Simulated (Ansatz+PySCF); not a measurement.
The numbers below are computed, except where a source is named.
Input for Ansatz (development build ahead of 0.2.0):

```yaml
crystal:
  periodic: [false, false, false]
  atoms:
    - { symbol: P, position_ang: [0.0, 0.0, 0.11976] }
    - { symbol: H, position_ang: [1.1008, 0.0, -0.59881] }
    - { symbol: H, position_ang: [-0.5504, 0.95332, -0.59881] }
    - { symbol: H, position_ang: [-0.5504, -0.95332, -0.59881] }
basis:
  gaussian: { orbitals: def2-SVP }
magnetization:
  spin_polarized: true
hamiltonian:
  xc: hf
correlation:
  method: mp2
  frozen_orbitals: { H: 0, P: 5 }
scf:
  omitted_lower_state_checks: [stability, starts, atomic_configurations, cluster_reference, orbital_swaps, given_window_search, neighbouring_geometries, increment]
```

The input is written out in the form of the current development build from the run's settings.

Output:

- Converged: yes
- Reference energy: -342.34840 hartree
- Correlation energy: -0.13279 hartree
- Total energy: -342.48118 hartree
- Spin squared of the determinant: 0.000
- Occupied orbitals by symmetry in an Abelian subgroup (alpha; beta): 7 A' 2 A''; 7 A' 2 A''
